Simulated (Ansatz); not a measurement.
`CCOCF` + `C=O` → `O=CCOCF` + CH₄  (formal exchange of groups at a C–C bond)

Computed with Ansatz on PBE0-D4/def2-TZVP structures; ΔE is electronic, products minus reactants. CBS: MP2 limit from def2 TZ/QZ plus the TZ coupled-cluster correction, frozen cores. This one scheme is used for every species. Functionals use def2-TZVPP. One conformer a species, not always the lowest.

`CCOCF`:

```xyz
12

C    -0.395   -1.660    0.558
C    -0.344   -0.162    0.422
O     0.573    0.163   -0.613
C     0.631    1.490   -0.915
F     1.245    2.212    0.094
H     0.590   -2.056    0.812
H    -0.722   -2.124   -0.374
H    -1.093   -1.942    1.349
H    -0.022    0.305    1.359
H    -1.333    0.245    0.166
H    -0.368    1.930   -1.041
H     1.238    1.599   -1.816
```

`C=O`:

Cartesian coordinates in Å:
```
C 0.000 0.004 0.002
O 0.093 -1.081 -0.490
H -0.957 0.382 0.415
H 0.865 0.694 0.073
```

`O=CCOCF`:

Cartesian coordinates in Å:
```
O -1.770 1.005 0.446
C -0.786 1.407 -0.107
C 0.286 0.539 -0.710
O 0.018 -0.832 -0.677
C 0.183 -1.423 0.552
F 1.527 -1.521 0.862
H -0.586 2.496 -0.217
H 0.395 0.828 -1.761
H 1.242 0.788 -0.224
H -0.289 -0.854 1.358
H -0.221 -2.433 0.478
```

CH₄:

Cartesian coordinates in Å:
```
C 0.000 0.000 0.000
H 0.556 -0.195 0.917
H -0.991 0.379 0.249
H -0.097 -0.924 -0.570
H 0.532 0.740 -0.597
```

Problem. Is it downhill or uphill in electronic energy at CCSD(T)/CBS, and by how much? (An estimate is asked.)

Solution. Ansatz gave: Downhill: ΔE = -6.3 kcal/mol.

Problem. What do these levels give: r2SCAN-D4, PBE0-D4, MP2/def2-TZVPP, CCSD(T)/def2-TZVPP, MP2/CBS(def2), CCSD/CBS(def2)? (Best estimate.)

Solution. The calculation gave: r2SCAN-D4 -8.5, PBE0-D4 -7.6, MP2/def2-TZVPP -6.4, CCSD(T)/def2-TZVPP -6.3, MP2/CBS(def2) -6.4, CCSD/CBS(def2) -6.0 kcal/mol.

Largest T1 diagnostic among the species: 0.015.
